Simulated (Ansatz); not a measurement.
C4H4F2 can be A, `FCC#CCF`, or B, `CC#CC(F)F`.

Computed with Ansatz on PBE0-D4/def2-TZVP structures; ΔE is electronic, products minus reactants. CBS: MP2 limit from def2 TZ/QZ plus the TZ coupled-cluster correction, frozen cores. Functionals use def2-TZVPP. B3LYP here is the variant with VWN-RPA as its local correlation; programs differ in this.

A:

```xyz
10

F     1.967   -0.707   -1.952
C     0.985    0.248   -1.780
C     0.296    0.087   -0.516
C    -0.290   -0.036    0.525
C    -0.977   -0.181    1.792
F    -2.150   -0.897    1.659
H     0.275    0.158   -2.608
H     1.460    1.233   -1.832
H    -0.338   -0.707    2.508
H    -1.227    0.802    2.204
```

B:

```xyz
10

C    -0.593   -1.942    0.414
C    -0.187   -0.582    0.134
C     0.160    0.541   -0.109
C     0.542    1.919   -0.368
F     1.855    2.120   -0.082
F     0.364    2.232   -1.678
H    -1.266   -1.980    1.274
H     0.277   -2.566    0.633
H    -1.112   -2.373   -0.445
H    -0.041    2.630    0.227
```

(1) Which is lower in electronic energy at CCSD(T)/CBS, and by how much? (Estimate.)

(2) Give E(B) − E(A) in kJ/mol with B3LYP, CCSD(T)/def2-TZVPP, CCSD(T)/def2-SVP, LDA (SPW92), HF/def2-TZVPP, B3LYP-D4, CCSD/def2-TZVPP. (Estimate.)

(3) Does the order hold for the free energy at 298.15 K (harmonic terms from PBE0-D4)? (Estimate.)

Largest T1 diagnostic: 0.012.

## Answers

(1) Ansatz gave: B, by 47.3 kJ/mol.

(2) The calculation gave: B3LYP -44.0, CCSD(T)/def2-TZVPP -48.7, CCSD(T)/def2-SVP -57.7, LDA (SPW92) -54.6, HF/def2-TZVPP -45.2, B3LYP-D4 -44.5, CCSD/def2-TZVPP -47.7. None reverses the order clearly.

(3) The calculation gave: Yes: G(B) − G(A) = -53.6 kJ/mol. Modes under 60 cm⁻¹, often nearly free rotors, make the harmonic entropy too high.

At CCSD(T), def2-SVP lies −10.4 kJ/mol from the extrapolated value and def2-TZVPP −1.4 kJ/mol. From BLYP to BHLYP (50 % exact exchange), in def2-TZVPP and without D4, E(B) − E(A) moves by −3.2 kJ/mol.
